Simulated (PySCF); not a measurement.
## Static response to an electric field

C5H11F.
Cartesian coordinates in Å at the GFN2-xTB level; atoms count from 1:
```xyz
17
C5H11F angstrom
C     -1.4495    0.6288    1.1137
C     -0.5160    0.3283   -0.0577
C     -1.0052   -0.9063   -0.8114
C      0.9144    0.1432    0.4576
C      1.9385    0.0011   -0.6596
F      3.2102    0.0002   -0.1334
H     -1.1298    1.5224    1.6442
H     -2.4655    0.7862    0.7596
H     -1.4566   -0.2022    1.8154
H     -0.5315    1.1848   -0.7414
H     -0.9232   -1.7905   -0.1832
H     -0.4282   -1.0694   -1.7176
H     -2.0481   -0.7844   -1.0943
H      1.1957    1.0086    1.0622
H      0.9639   -0.7397    1.0986
H      1.8328   -0.9419   -1.2037
H      1.8909    0.8429   -1.3589
```

Level: wB97X-D/def2-SVPD (PySCF), static field, nuclei fixed, core orbitals frozen in the response. The polarisability tensor in these axes (au):

```
x   68.69  0.15 -1.78
y    0.15 58.45  2.86
z   -1.78  2.86 61.33
```

Q: What are the eigenvalues, a third of the trace, and Δα (Δα² = ½Σ(αi − αj)² over the three pairs)?

A: Principal values 56.59, 62.76 and 69.13 au; mean 62.82 au = 9.31 Å³ = 10.36 × 10⁻⁴⁰ C²·m²/J; Δα = 10.86 au (17 % of the mean).

Q: What is the dipole moment, and where does it point?

A: (-2.02, 0.09, -0.53) D, 2.09 D in size, pointing from the negative to the positive side. Measured along this direction, the outermost atoms are F6 at the negative end and H8 and H13 at the positive end.

Q: In a dilute gas of rigid molecules at 298 K, how does the orientational term μ²/3kT compare with the electronic polarisability?

A: In Gaussian units μ²/3kT = 35.40 Å³ against 9.31 Å³, a ratio of 3.80; the Debye molar polarisation (4π/3)N_A(α + μ²/3kT) is 112.8 cm³/mol, leaving out the vibrational part.

Q: What are the principal values of the traceless quadrupole moment, Θ = ½Σq(3rr − r²1), about the centre of nuclear charge?

A: -8.31, 3.80, 4.52 D·Å. The values depend on the origin, since the dipole doesn't vanish. The electronic extent ⟨r²⟩ about the same centre is 824 bohr², a root-mean-square distance of 2.15 Å for the 50 electrons.

Q: Find the Langevin capture rate constant for NH4+ (18.034 u) meeting this molecule (90.084 u), k = 2.342 × 10⁻⁹ cm³/s × √(α in Å³ / reduced mass in u).

A: The reduced mass is 15.03 u, so k = 1.84 × 10⁻⁹ cm³/s. The formula leaves out the permanent dipole, which adds to the capture rate.

Q: Rayleigh depolarisation ratio (linearly polarised light, static tensor)?

A: ρ = 3Δα²/(45ᾱ² + 4Δα²) = 353.7/(177609 + 471.6) = 0.00199.

Q: Directions of the eigenvectors, and the extent of the frame along each?

A: Largest value along (0.97, -0.05, -0.24), where the nuclei span 5.76 Å; middle along (0.23, 0.54, 0.81), 3.96 Å; least along (-0.09, 0.84, -0.54), 2.76 Å. The response follows the extents in order.

One conformer (not necessarily the lowest) at the GFN2-xTB geometry, without solvent, vibrations or thermal averaging.

These values come from a run that also computed excited states. The run took 33 s of wall time on one thread of an x86-64 server, on a shared host.
